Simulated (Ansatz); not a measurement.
Results of HSE06-D3(BJ) in Ansatz (PAW) for fcc Ca.

Numerical settings: plane-wave cutoff 460 eV, 10×10×10 k mesh, Fermi–Dirac smearing 0.05 eV, scalar-relativistic PAW data made under PBE.

Results at a series of volumes:

```csv
V (Å³/atom),E − E_lowest (meV/atom),P (GPa)
38.759,6.54,1.065
39.779,1.57,0.503
40.834,0.00,-0.016
41.819,1.45,-0.450
42.839,5.62,-0.852
```

Q: Estimate the bulk modulus from the pressures at 39.779 and 41.819 Å³/atom, and compare it with a fit to all energies.

A: B = −V dP/dV. Between V = 39.779 and 41.819 Å³/atom, dP/dV = (-0.450 − (0.503))/(41.819 − 39.779) = -0.467 GPa per Å³/atom; at the midpoint 40.799 Å³/atom this gives B ≈ 19.1 GPa. The third-order Birch–Murnaghan fit gives V0 = 40.800 Å³/atom, B0 = 19.0 GPa, B′ = 3.5, which lies within 1 % of that estimate.

Measured, for comparison: bulk modulus 18.6 GPa (corrected for temperature and zero-point phonon effects, our sources range from 15.9 to 18.7; as tabulated in Levämäki et al. (2014), arXiv:1402.3671); equilibrium volume per atom 42.81 Å³/atom (low-temperature or extrapolated to 0 K; zero-point anharmonic expansion removed; as tabulated in Csonka et al. (2009), arXiv:0903.4037). Computed (rounded) less measured: bulk modulus not scored (sources differ), equilibrium volume per atom -4.7 %.

Computed values are for the static lattice.

Computing time: about 7 core-minutes (a rough figure).

Ansatz is a program for electronic structure.
